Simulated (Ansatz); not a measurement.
# PNHO+ (triplet): wave-function methods side by side, def2-TZVPP

One table from this session's results is given with a row withheld; the runs are named, their logs left out.

Computed with Ansatz 0.2.0, Gaussian basis. Level: def2-TZVPP, core rule «outside noble gas», up to 7 orbitals frozen.

Plan: UHF; ROHF; CCSD(T) on UHF.

2 further runs of the same task are left out: 2 set aside as unsound or not needed.

**What is computed**

The geometry is a PBE0/def2-TZVP stationary point (not a proven minimum) of the parent state, kept for this charge and spin.

4 atoms, charge 1, spin multiplicity 3.

Atoms are counted from 1 here; the program's logs count them from 0.

Bond lengths: N1–P2 1.551 Å, N1–H4 1.015 Å, P2–O3 1.467 Å. Angles: P2–N1–H4 117.5°, N1–P2–O3 126.9°.

Coordinates:

```xyz
4
HNOP
N     0.0000   -0.3851    1.3715
P     0.0000    0.3274   -0.0059
O     0.0000   -0.3092   -1.3280
H     0.0000    0.1992    2.2018
```

The first run:

in.yaml

```yaml
crystal:
  periodic: [false, false, false]
  atoms:
    - {symbol: N, position_ang: [0.000000, -0.385084, 1.371493]}
    - {symbol: P, position_ang: [0.000000, 0.327392, -0.005904]}
    - {symbol: O, position_ang: [0.000000, -0.309237, -1.327958]}
    - {symbol: H, position_ang: [0.000000, 0.199224, 2.201813]}
basis:
  gaussian: {orbitals: def2-TZVPP}
total_charge: 1
magnetization: {spin_polarized: true, initial_magnetization: 2}
hamiltonian: {xc: hf}
output: {orbitals: {seedname: orbitals}}
```

Run with:

```
ansatz run in.yaml --threads 1 --pin off --events-out ev --progress --plain --max-ram 4096MiB --backend cpu
```

Steps of the session up to this table: UHF; ROHF; CCSD(T) on UHF.

One table of the session follows, with a row left open; its other results are not shown here.

It belongs to the step «Misses and costs». 

```
  method  from UCCSD(T) (kJ/mol)
    ROHF                 +1519.0
     UHF                 +1467.7
    UMP2                  +179.3
   UCCSD                       ?
UCCSD(T)                       0
```

Estimate the missing values for UCCSD.

**Answer.** from UCCSD(T) (kJ/mol): +72.4. In the column «from UCCSD(T) (kJ/mol)» it lies between UCCSD(T) (0) and UMP2 (+179.3).

To keep in mind: Warnings: spin contamination; coupled cluster took another determinant than the lowest.
